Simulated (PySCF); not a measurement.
## Al₂: from constants to spectrum

UHF-CCSD(T) constants of Al₂, ³Πu (triplet), unpaired electrons σ ↑, π ↑ (Al def2-TZVPPD; no relativity (PySCF 2.14); masses 26.9815 and 26.9815 u):

* ωe: 285.3 cm⁻¹
* ωexe: 1.48 cm⁻¹
* Be: 0.16902 cm⁻¹
* αe: 0.00122 cm⁻¹
* D (centrifugal): 2.37e-07 cm⁻¹
* De to Al + Al: 1.38 eV

(1) Give the vibrational terms G(v) and spacings up to v = 6.

(2) How well does the Morse estimate ωe²/(4ωexe) reproduce De, and what is D0?

Correlated steps freeze 10 core orbitals. The state is the lowest determinant that a PBE0 search found; another state may lie lower at other levels.

Answers

(1) G(v) = ωe(v+½) − ωexe(v+½)².

```csv
v,G(v) (cm⁻¹),G(v) − G(v−1),Bv (cm⁻¹)
0,142.3,,0.1684
1,424.6,282.3,0.1672
2,704.0,279.4,0.1660
3,980.4,276.4,0.1648
4,1253.9,273.5,0.1635
5,1524.4,270.5,0.1623
6,1791.9,267.5,0.1611
```

(2) It gives 1.70 eV, 124 % of the computed De. D0 = De − G(0) = 1.38 − 0.02 = 1.36 eV.
